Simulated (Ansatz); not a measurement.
Ansatz (a program for electronic structure) input (B3LYP-D3(BJ)/def2-TZVP):

Ansatz 0.2 input:
```yaml
crystal:
  periodic: [false, false, false]
  atoms:
    - {symbol: F, position_ang: [-1.07548335, -0.31432039, -0.00990984]}
    - {symbol: C, position_ang: [-0.01550143, 0.40315107, 0.03875512]}
    - {symbol: F, position_ang: [1.09632475, -0.22770926, -0.04219575]}
    - {symbol: H, position_ang: [-0.03196128, 1.15138784, 0.93877589]}
    - {symbol: H, position_ang: [-0.06260276, 1.30797255, -0.70235629]}
basis:
  gaussian:
    orbitals: def2-TZVP
hamiltonian:
  xc: b3lyp
  dispersion: d3bj
total_charge: 1
magnetization: {spin_polarized: true, initial_magnetization: 1}
phonons: {temperatures: {t_min: 298.15, t_max: 298.15, t_step: 100}}
```

Output:

```
Functional definition: B3LYP
integrals: 0.02 GiB planned
580 factors; their error is unknown
mean field: 0.31 GiB planned
mean field evaluation 1: about -6486.4251 eV, gradient 5.1e1 eV
mean field evaluation 2: about -6476.2411 eV, gradient 7.8e1 eV
mean field evaluation 4: about -6493.5627 eV, gradient 2.5e0 eV
mean field evaluation 8: about -6493.6030 eV, gradient 3.0e-2 eV
mean field evaluation 16: about -6493.6030 eV, gradient 3.5e-5 eV
mean field -6493.60297515 eV, -238.6355078146 hartree, gradient 3.5e-5 eV, S^2 0.753621; 0 other end points of the search recorded, 0 dependent functions left out
the calculation of the forces begins
reference -6493.60313513 eV, -238.6355136937 hartree; 13, 12 occupied and 92, 93 virtual orbitals, 580 factors
these checks for a lower state are left out or cut short: stability, starts, cluster_reference, orbital_swaps, neighbouring_geometries, increment
integrals: 0.02 GiB planned
580 factors; their error is unknown
mean field: 0.31 GiB planned
mean field -6493.60290448 eV, -238.6355052176 hartree, gradient 2.0e-6 eV, S^2 0.753622; 0 other end points of the search recorded, 0 dependent functions left out
the calculation of the forces begins
reference -6493.60306448 eV, -238.6355110975 hartree; 13, 12 occupied and 92, 93 virtual orbitals, 580 factors
these checks for a lower state are left out or cut short: stability, starts, cluster_reference, orbital_swaps, neighbouring_geometries, increment
integrals: 0.02 GiB planned
580 factors; their error is unknown
mean field: 0.31 GiB planned
mean field evaluation 32: about -6493.6029 eV, gradient 1.4e-6 eV
mean field -6493.60291208 eV, -238.6355054967 hartree, gradient 1.4e-6 eV, S^2 0.753621; 0 other end points of the search recorded, 0 dependent functions left out
the calculation of the forces begins
reference -6493.60307203 eV, -238.6355113750 hartree; 13, 12 occupied and 92, 93 virtual orbitals, 580 factors
these checks for a lower state are left out or cut short: stability, starts, cluster_reference, orbital_swaps, neighbouring_geometries, increment
integrals: 0.02 GiB planned
580 factors; their error is unknown
mean field: 0.31 GiB planned
mean field -6493.60290931 eV, -238.6355053949 hartree, gradient 2.4e-6 eV, S^2 0.753622; 0 other end points of the search recorded, 0 dependent functions left out
the calculation of the forces begins
reference -6493.60306930 eV, -238.6355112746 hartree; 13, 12 occupied and 92, 93 virtual orbitals, 580 factors
these checks for a lower state are left out or cut short: stability, starts, cluster_reference, orbital_swaps, neighbouring_geometries, increment
integrals: 0.02 GiB planned
580 factors; their error is unknown
mean field: 0.31 GiB planned
mean field -6493.60291544 eV, -238.6355056202 hartree, gradient 1.6e-6 eV, S^2 0.753620; 0 other end points of the search recorded, 0 dependent functions left out
the calculation of the forces begins
reference -6493.60307540 eV, -238.6355114987 hartree; 13, 12 occupied and 92, 93 virtual orbitals, 580 factors
these checks for a lower state are left out or cut short: stability, starts, cluster_reference, orbital_swaps, neighbouring_geometries, increment
integrals: 0.02 GiB planned
580 factors; their error is unknown
mean field: 0.31 GiB planned
mean field -6493.60283570 eV, -238.6355026900 hartree, gradient 2.5e-6 eV, S^2 0.753625; 0 other end points of the search recorded, 0 dependent functions left out
the calculation of the forces begins
reference -6493.60299579 eV, -238.6355085732 hartree; 13, 12 occupied and 92, 93 virtual orbitals, 580 factors
these checks for a lower state are left out or cut short: stability, starts, cluster_reference, orbital_swaps, neighbouring_geometries, increment
integrals: 0.02 GiB planned
580 factors; their error is unknown
mean field: 0.31 GiB planned
mean field -6493.60284347 eV, -238.6355029753 hartree, gradient 2.1e-6 eV, S^2 0.753617; 0 other end points of the search recorded, 0 dependent functions left out
the calculation of the forces begins
reference -6493.60300333 eV, -238.6355088503 hartree; 13, 12 occupied and 92, 93 virtual orbitals, 580 factors
these checks for a lower state are left out or cut short: stability, starts, cluster_reference, orbital_swaps, neighbouring_geometries, increment
integrals: 0.02 GiB planned
580 factors; their error is unknown
mean field: 0.31 GiB planned
mean field evaluation 64: about -6493.6029 eV, gradient 2.1e-5 eV
mean field -6493.60294440 eV, -238.6355066847 hartree, gradient 1.9e-6 eV, S^2 0.753619; 0 other end points of the search recorded, 0 dependent functions left out
the calculation of the forces begins
reference -6493.60310431 eV, -238.6355125612 hartree; 13, 12 occupied and 92, 93 virtual orbitals, 580 factors
these checks for a lower state are left out or cut short: stability, starts, cluster_reference, orbital_swaps, neighbouring_geometries, increment
integrals: 0.02 GiB planned
580 factors; their error is unknown
mean field: 0.31 GiB planned
mean field -6493.60294533 eV, -238.6355067189 hartree, gradient 2.9e-6 eV, S^2 0.753623; 0 other end points of the search recorded, 0 dependent functions left out
the calculation of the forces begins
reference -6493.60310538 eV, -238.6355126005 hartree; 13, 12 occupied and 92, 93 virtual orbitals, 580 factors
these checks for a lower state are left out or cut short: stability, starts, cluster_reference, orbital_swaps, neighbouring_geometries, increment
integrals: 0.02 GiB planned
580 factors; their error is unknown
mean field: 0.31 GiB planned
mean field -6493.60295116 eV, -238.6355069331 hartree, gradient 1.2e-6 eV, S^2 0.753629; 0 other end points of the search recorded, 0 dependent functions left out
the calculation of the forces begins
reference -6493.60311119 eV, -238.6355128138 hartree; 13, 12 occupied and 92, 93 virtual orbitals, 580 factors
these checks for a lower state are left out or cut short: stability, starts, cluster_reference, orbital_swaps, neighbouring_geometries, increment
integrals: 0.02 GiB planned
580 factors; their error is unknown
mean field: 0.31 GiB planned
mean field -6493.60295134 eV, -238.6355069394 hartree, gradient 2.5e-6 eV, S^2 0.753613; 0 other end points of the search recorded, 0 dependent functions left out
the calculation of the forces begins
reference -6493.60311127 eV, -238.6355128169 hartree; 13, 12 occupied and 92, 93 virtual orbitals, 580 factors
Total energy: -6493.66779910 eV, -238.6378900509 hartree
Atom 0 at    -1.075483    -0.314320    -0.009910 Å, force     0.000329    -0.000276    -0.000032 eV/Å
Atom 1 at    -0.015501     0.403151     0.038755 Å, force    -0.000021     0.000536     0.000052 eV/Å
Atom 2 at     1.096325    -0.227709    -0.042196 Å, force    -0.000307    -0.000301    -0.000023 eV/Å
Atom 3 at    -0.031961     1.151388     0.938776 Å, force    -0.000000     0.000016     0.000042 eV/Å
Atom 4 at    -0.062603     1.307973    -0.702356 Å, force    -0.000002     0.000024    -0.000039 eV/Å
Dipole moment:    -0.029138     0.757797     0.072847 e Å
Vibrations: 590.85 641.40 988.38 1053.74 1103.42 1237.71 1394.98 2120.86 2480.22 cm⁻¹, zero-point energy 0.719825 eV
```
